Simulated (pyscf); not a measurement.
H₃C–S• + H₂ → H₃C–SH + H•, a hydrogen abstraction (doublet surface; H–H broken, H–S formed). Optimised with ωB97X-D3(BJ)/def2-SVP in PySCF. Energies in eV from the separated reactants.

AM1 to PM7: differences of heats of formation from MOPAC, which are fitted to 298 K values and so differ in kind from electronic energies by zero-point and thermal terms. Open shells are spin-unrestricted. 

In single points PM6 puts the saddle at 1.62 eV and the reaction energy at +2.06 eV. Should these be trusted to within a few kcal/mol? Compare with ωB97M-D3(BJ)/def2-TZVP.

ωB97M-D3(BJ)/def2-TZVP gives ΔE‡ = 0.86 eV and ΔE = +0.72 eV. PM6 lies 0.76 eV over it in the barrier and 1.34 eV over it in the reaction energy, so on this step it does not hold to within 0.13 eV. At PM6 this geometry lies under one side, so its ΔE‡ may be no barrier of that level. ωB97M-D3(BJ)/def2-TZVP has limits of its own. One saddle was located; it need not be the lowest between these sides. The angle at the transferred H is 170°.
